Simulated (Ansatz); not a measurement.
Geometry optimisation, RKS B3LYP-D4/STO-3G in Ansatz 0.2.0.

The input (input.yaml):

```yaml
crystal:
  periodic: [false, false, false]
  atoms:
    - { symbol: C, position_ang: [-0.2334, 1.4438, -0.8311] }
    - { symbol: C, position_ang: [0.121, 0.2924, -0.4032] }
    - { symbol: "N", position_ang: [-0.4569, -0.2683, 0.6995] }
    - { symbol: C, position_ang: [0.1151, -1.4133, 1.0478] }
    - { symbol: H, position_ang: [0.1552, 1.9301, -1.7455] }
    - { symbol: H, position_ang: [-1.0601, 2.0508, -0.3215] }
    - { symbol: H, position_ang: [0.9346, -0.2261, -0.945] }
    - { symbol: H, position_ang: [0.96381, -1.73224, 0.40724] }
    - { symbol: H, position_ang: [-0.05772, -1.98443, 1.88582] }
basis:
  gaussian: { orbitals: STO-3G }
hamiltonian:
  xc: b3lyp
  dispersion: d4
relax:
  f_tol: 0.015
  max_steps: 40
```

Run as:

```bash
$ ansatz run input.yaml --threads 1 --pin off --max-ram 2048MiB --backend cpu --events-out ev --progress --plain --runs-dir out
```

Problem. Where does it end, and by what steps?

Solution. It converged. Limits of this set-up: minimal basis. After 9 steps the energy has fallen by 0.772 eV; H8 moved furthest, 0.20 Å.

```json
{"step": "0", "energy less start (eV)": "0.0000", "largest force component (eV/Å)": "6.530", "accepted": "yes"}
{"step": "1", "energy less start (eV)": "-0.6115", "largest force component (eV/Å)": "1.711", "accepted": "yes"}
{"step": "2", "energy less start (eV)": "-0.5717", "largest force component (eV/Å)": "1.882", "accepted": "no"}
{"step": "3", "energy less start (eV)": "-0.7385", "largest force component (eV/Å)": "0.821", "accepted": "yes"}
{"step": "4", "energy less start (eV)": "-0.7223", "largest force component (eV/Å)": "0.886", "accepted": "no"}
{"step": "5", "energy less start (eV)": "-0.7689", "largest force component (eV/Å)": "0.154", "accepted": "yes"}
{"step": "6", "energy less start (eV)": "-0.7687", "largest force component (eV/Å)": "0.123", "accepted": "no"}
{"step": "7", "energy less start (eV)": "-0.7719", "largest force component (eV/Å)": "0.029", "accepted": "yes"}
{"step": "8", "energy less start (eV)": "-0.7720", "largest force component (eV/Å)": "0.018", "accepted": "yes"}
{"step": "9", "energy less start (eV)": "-0.7720", "largest force component (eV/Å)": "0.006", "accepted": "yes"}
```

```xyz
9
Properties=species:S:1:pos:R:3
C -0.292 1.524 -0.876
C 0.176 0.339 -0.453
N -0.386 -0.284 0.764
C 0.177 -1.440 1.050
H 0.105 2.012 -1.774
H -1.090 2.043 -0.330
H 0.981 -0.195 -0.993
H 0.986 -1.922 0.463
H -0.175 -1.985 1.943
```

Whether the end is a true minimum wasn't checked by a vibrational analysis.

Run time: 17 s on 1 thread of Intel(R) Xeon(R) Processor @ 2.70GHz, on a shared host, peak memory 0.11 GiB.
